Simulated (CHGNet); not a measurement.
## bcc Nb

The numbers are results of the machine-learned potential CHGNet 0.3.0 (trained on PBE and PBE+U data), not measurements.

Cell (relaxed at this level):

```cif
data_Nb
_chemical_formula_sum 'Nb1'
_space_group_name_H-M_alt 'P 1'
_space_group_IT_number 1
_cell_length_a 2.88403
_cell_length_b 2.88403
_cell_length_c 2.88403
_cell_angle_alpha 109.471
_cell_angle_beta 109.471
_cell_angle_gamma 109.471
loop_
_space_group_symop_operation_xyz
  'x, y, z'
loop_
_atom_site_label
_atom_site_type_symbol
_atom_site_fract_x
_atom_site_fract_y
_atom_site_fract_z
_atom_site_occupancy
Nb1 Nb 0.00000 0.00000 0.00000 1
```

* **vacancy formation energy**: 1.46 eV

Measured, for comparison: vacancy formation energy 2.65 ± 0.3 eV (not corrected to a static lattice, monovacancy, our sources range from 2.65 to 2.83; as tabulated in Mehl and Papaconstantopoulos (1996), arXiv:mtrl-th/9602003). Computed (rounded) less measured: vacancy formation energy -1.19 eV (-1.19 eV to -1.37 eV over the range).

A machine-learned potential is trained on density-functional data: it inherits that level's misses and adds fitting errors of its own.
